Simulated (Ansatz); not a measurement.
B(H2S)H3 (BH₅S). Total charge 0; triplet. Geometry B3LYP-D4/def2-TZVP, that of the neutral singlet; atoms count from 1.

| atom | x (Å) | y (Å) | z (Å) |
| --- | --- | --- | --- |
| B1 | -0.5046 | -0.7252 | 0.0646 |
| S2 | 1.0466 | 0.5619 | -0.1771 |
| H3 | 0.5580 | 1.4785 | -1.0338 |
| H4 | 0.9281 | 1.3911 | 0.8771 |
| H5 | -0.4738 | -1.2863 | -0.9983 |
| H6 | -1.4649 | -0.0428 | 0.2820 |
| H7 | -0.0893 | -1.3771 | 0.9855 |

At PBE0-D4/def2-TZVP a singlet of charge 0 lies 6.26 eV below the triplet at the same geometry.

Problem. Estimate the Mulliken populations from the PBE0/def2-TZVP orbitals of Ansatz.

Solution. 
```
atom  charge (e)  spin (α − β)
  B1       -0.31          0.07
  S2        0.10          1.18
  H3        0.03          0.28
  H4        0.03          0.28
  H5        0.02          0.00
  H6        0.11          0.18
  H7        0.02          0.00
```
Mulliken values and Mayer orders depend strongly on the basis.

Problem. Where does the spin sit?

Solution. Summed by element: B 0.07, S 1.18, H 0.75, of 2 unpaired in all. Largest on single atoms: S2 1.18, H4 0.28, H3 0.28.

Problem. And the Mayer bond orders between bonded heavy atoms (over 0.3)?

Solution. B1–S2 0.77 (2.03 Å).
